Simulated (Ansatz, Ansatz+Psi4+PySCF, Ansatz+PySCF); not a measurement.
```yaml
atoms:
  - { symbol: C, position_ang: [0.0604, 0.5857, 0.0053] }
  - { symbol: O, position_ang: [0.0596, -0.6028, 0.0075] }
  - { symbol: H, position_ang: [-0.8759, 1.2216, -0.0016] }
```

Basis set: cc-pVTZ (spherical functions). Frozen core: 2 orbitals. Correlation on ROHF uses semicanonical orbitals with singles. Charge 0, multiplicity 2.

Computed with Ansatz (development build ahead of 0.2.0); each method stands on the lowest determinant of its kind that the runs found.

Give the atomization energy at this shape (free ground-state atoms in the same class of orbitals less the molecule, no zero-point energy) of doublet CHO by ROHF-CCSD(T), ROHF-MP2, UHF-MP2.

```
      method  atomization energy
ROHF-CCSD(T)            11.69 eV
    ROHF-MP2            12.20 eV
     UHF-MP2            12.16 eV
```
